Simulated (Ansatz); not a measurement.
Reaction (SMILES): [SiH4] (SiH4) → [SiH3] (SiH3) + H atom
B3LYP-D3(BJ)/def2-TZVP geometries, fixed; electronic energies without zero-point terms.
Largest species:
```xyz
5

Si     0.0000     0.0000     0.0000
H      0.8756     0.8547     0.8331
H     -0.8222    -0.8655     0.8753
H     -0.8862     0.8545    -0.8220
H      0.8328    -0.8437    -0.8864
```
Charge 0, spin multiplicity 1.

Basis-set convergence of the bond dissociation energy at B2PLYP with Ansatz (a quantum-chemistry and plane-wave program). Cartesian d functions, on some or all atoms, in 6-31G*, 6-31+G*, 6-311G**, 6-311+G**; all else is spherical. Cores are frozen. Open shells are unrestricted. No added dispersion term, no relativity. Functions are those of the species that has most. Reference: the value in pcseg-4, 95.63 kcal/mol, itself unsure by roughly 0.06 kcal/mol (its mean distance from aug-pcseg-3, aug-cc-pV(Q+d)Z, cc-pV(5+d)Z). Deviations are taken from unrounded values.

| basis | functions | bond dissociation energy (kcal/mol) |
|---|---|---|
| 6-31G* | 27 | 92.20 |
| 6-31+G* | 31 | 92.29 |
| def2-SVP | 38 | 93.58 |
| def2-SVPD | 56 | 93.81 |
| pcseg-1 | 38 | 93.49 |
| aug-pcseg-1 | 63 | 93.55 |
| cc-pV(D+d)Z | 43 | 93.43 |
| aug-cc-pV(D+d)Z | 68 | 93.35 |
| 6-311G** | 51 | 94.03 |
| 6-311+G** | 55 | 93.96 |
| def2-TZVP | 61 | 94.53 |
| def2-TZVPD | 79 | 94.58 |
| pcseg-2 | 90 | 95.44 |
| aug-pcseg-2 | 142 | 95.21 |
| cc-pV(T+d)Z | 95 | 95.09 |
| aug-cc-pV(T+d)Z | 147 | 95.11 |
| def2-TZVPP | 98 | 95.14 |
| def2-TZVPPD | 116 | 95.13 |
| cc-pV(Q+d)Z | 184 | 95.56 |
| aug-cc-pV(Q+d)Z | 273 | 95.58 |
| def2-QZVPP | 190 | 95.51 |
| def2-QZVPPD | 208 | 95.50 |
| pcseg-3 | 196 | 95.53 |
| aug-pcseg-3 | 285 | 95.50 |

What the diffuse functions change, pair by pair:
- 6-31G* to 6-31+G*: 4 more functions, deviation -3.43 to -3.34 kcal/mol
- def2-SVP to def2-SVPD: 18 more functions, deviation -2.05 to -1.82 kcal/mol
- pcseg-1 to aug-pcseg-1: 25 more functions, deviation -2.14 to -2.08 kcal/mol
- cc-pV(D+d)Z to aug-cc-pV(D+d)Z: 25 more functions, deviation -2.20 to -2.28 kcal/mol
- 6-311G** to 6-311+G**: 4 more functions, deviation -1.60 to -1.67 kcal/mol
- def2-TZVP to def2-TZVPD: 18 more functions, deviation -1.10 to -1.05 kcal/mol
- pcseg-2 to aug-pcseg-2: 52 more functions, deviation -0.19 to -0.42 kcal/mol
- cc-pV(T+d)Z to aug-cc-pV(T+d)Z: 52 more functions, deviation -0.55 to -0.52 kcal/mol
- def2-TZVPP to def2-TZVPPD: 18 more functions, deviation -0.49 to -0.50 kcal/mol
- cc-pV(Q+d)Z to aug-cc-pV(Q+d)Z: 89 more functions, deviation -0.07 to -0.06 kcal/mol
- def2-QZVPP to def2-QZVPPD: 18 more functions, deviation -0.12 to -0.13 kcal/mol
- pcseg-3 to aug-pcseg-3: 89 more functions, deviation -0.10 to -0.13 kcal/mol

They bring the value nearer the reference by more than 0.06 kcal/mol in 2 of 12 pairs.
